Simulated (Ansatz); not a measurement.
# Ethanol (C2H6O): small, medium and large basis sets

How large a basis does ethanol (C2H6O) need? Two functionals and correlated methods are run in growing sets.

Method: one geometry, several basis sets; program: Ansatz 0.2.0, Gaussian basis.

Plan: PBE0-D4/def2-SVP; ωB97M-V/def2-SVP; PBE0-D4/def2-QZVPP; ωB97M-V/def2-QZVPP; CCSD(T)/cc-pV(D+d)Z; CCSD(T)/cc-pV(T+d)Z; CCSD(T)/cc-pV(Q+d)Z; the functionals' def2-TZVPP values are taken from earlier runs.

## 1. Structure used throughout

The geometry comes from an earlier relaxation with PBE0-D4 in a triple-zeta def2 set; it is a stationary point, not always the lowest conformer.

SMILES `CCO`, 9 atoms, charge 0, spin multiplicity 1.

Atoms are counted from 1 here; the program's logs count them from 0.

Bond lengths: C1–C2 1.513 Å, C1–H4 1.093 Å, C1–H5 1.092 Å, C1–H6 1.095 Å, C2–O3 1.413 Å, C2–H7 1.093 Å, C2–H8 1.099 Å, O3–H9 0.961 Å. Angles: C2–C1–H4 110.8°, C2–C1–H5 110.6°, C2–C1–H6 111.1°, H4–C1–H5 108.5°, H4–C1–H6 107.5°, H5–C1–H6 108.2°, C1–C2–O3 112.9°, C1–C2–H7 110.3°, C1–C2–H8 110.2°, O3–C2–H7 105.5°, O3–C2–H8 110.8°, H7–C2–H8 107.0°, C2–O3–H9 108.2°.

## 2. PBE0-D4 in def2-SVP

The input, in.yaml:

```yaml
crystal:
  periodic: [false, false, false]
  atoms:
    - {symbol: C, position_ang: [-0.536351, 0.571572, -0.468353]}
    - {symbol: C, position_ang: [0.307394, -0.599999, -0.015272]}
    - {symbol: O, position_ang: [1.205515, -0.261447, 1.021635]}
    - {symbol: H, position_ang: [-1.181995, 0.285447, -1.302881]}
    - {symbol: H, position_ang: [0.097564, 1.400899, -0.789036]}
    - {symbol: H, position_ang: [-1.181590, 0.928089, 0.340830]}
    - {symbol: H, position_ang: [0.932291, -0.956614, -0.837471]}
    - {symbol: H, position_ang: [-0.337826, -1.437573, 0.285580]}
    - {symbol: H, position_ang: [0.695008, 0.069637, 1.764957]}
basis:
  gaussian: {orbitals: def2-SVP}
hamiltonian: {xc: pbe0, dispersion: d4}
output: {orbitals: {seedname: orbitals}}
```

Launch:

```bash
$ ansatz run in.yaml --threads 2 --pin off --events-out ev --progress --plain --max-ram 32768MiB --backend cpu
```

After this run come: ωB97M-V in def2-SVP; PBE0-D4 in def2-QZVPP; ωB97M-V in def2-QZVPP; CCSD(T) in cc-pV(D+d)Z; CCSD(T) in cc-pV(T+d)Z; CCSD(T) in cc-pV(Q+d)Z.

**Question.** What will the summary of the whole plan be? Wanted: MP2 correlation recovered, cc-pV(D+d)Z; MP2 correlation recovered, cc-pV(T+d)Z; MP2 correlation recovered, cc-pV(Q+d)Z; CCSD(T) limit from def2 sets; PBE0-D4: double and triple zeta above quadruple; ωB97M-V: double and triple zeta above quadruple.

**Answer**, as computed:

| quantity | value |
| --- | --- |
| MP2 correlation recovered, cc-pV(D+d)Z | 71.4 % |
| MP2 correlation recovered, cc-pV(T+d)Z | 89.4 % |
| MP2 correlation recovered, cc-pV(Q+d)Z | 95.6 % |
| CCSD(T) limit from def2 sets (earlier runs) less the limit of this series | -4 meV |
| PBE0-D4: double and triple zeta above quadruple | 5.21, 0.25 eV |
| ωB97M-V: double and triple zeta above quadruple | 5.44, 0.25 eV |

In words: PBE0-D4 gains 4.96 eV from double to triple zeta, then 0.25 eV more. In cc-pV(D+d)Z MP2 holds 71 % of its limit, in cc-pV(Q+d)Z 96 %, while Hartree-Fock is within 0.096 eV in the largest set. A limit from the def2 sets, made apart, differs by 4 meV, a least measure of the doubt on such a limit. These are total energies; as a rule much of such shifts cancels in differences, which this series doesn't test. The LUMO of ωB97M-V is positive and keeps falling with the basis (3.40 to 1.78 eV): an unbound level that the basis holds in place.
